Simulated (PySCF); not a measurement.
C2H6OS.

```xyz
10

C     -0.1845     0.8011    -1.3551
S      0.4472    -0.2296     0.0000
C     -0.1845     0.8011     1.3551
O     -0.3871    -1.4768     0.0000
H      0.0510     0.2625    -2.2828
H      0.3021     1.7872    -1.3570
H     -1.2753     0.8875    -1.2458
H     -1.2753     0.8875     1.2458
H      0.0510     0.2625     2.2828
H      0.3021     1.7872     1.3570
```
Charge 0, spin multiplicity 1.

Geometry optimised at PBE0-D3(BJ)/def2-SVP.

These are PySCF with B3LYP/pcSseg-1 values and carry that method's errors. Non-relativistic, no solvent.

Computed absolute GIAO shielding of each atom: isotropic value and principal components (ppm):
```
atom  σ(iso)    σ11    σ22    σ33   span
----  ------  -----  -----  -----  -----
C1     133.2  105.3  117.0  177.3   72.0
S2     185.2    2.5   87.8  465.2  462.7
C3     133.2  105.3  117.0  177.3   72.0
O4     251.2   64.1  264.5  425.0  360.9
H5      28.9   26.1   26.8   33.8    7.7
H6      29.5   26.2   27.2   35.1    8.9
H7      29.2   26.8   28.2   32.4    5.6
H8      29.2   26.8   28.2   32.4    5.6
H9      28.9   26.1   26.8   33.8    7.7
H10     29.5   26.2   27.2   35.1    8.9
```
